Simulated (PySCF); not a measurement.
# N2O: the cost of one run

The runs use PySCF 2.14.0, with density-fitted response routines of our own; the level of theory stands in each step. All values are computed, except where a source is named. Atoms count from 0, in the outputs and in this text.

## (1) Starting geometry

3 atoms, charge 0, multiplicity 1; geometry from: GFN2-xTB. The atoms were then displaced at random by about 0.01 Å, so the start is not that level's minimum.

Bonds of the start (Å): N0–N1 1.08, N1–O2 1.14.

## (2) Optimising the geometry at PBE0-D3(BJ)/def2-SVP

What the job is given:

```
{"job": {"xc": "PBE0", "basis": "def2-SVP", "d3": "d3bj", "grid": 1, "shake": 0.01, "kind": "geom"}, "charge": 0, "multiplicity": 1}
N     -1.096390     0.077100    -0.001610
N     -0.016770     0.098090    -0.006350
O      1.119170     0.100270    -0.011220
```

Launch:

```
OMP_NUM_THREADS=1 python probes_run.py task.json out
```

This one command runs all jobs of the session in turn.

**Question.** How long does this first job take on 1 thread of Intel Xeon Platinum 8375C at 2.90GHz, shared host, and how much memory does it need?

About 2.1 s, with a peak of 0.26 GiB.
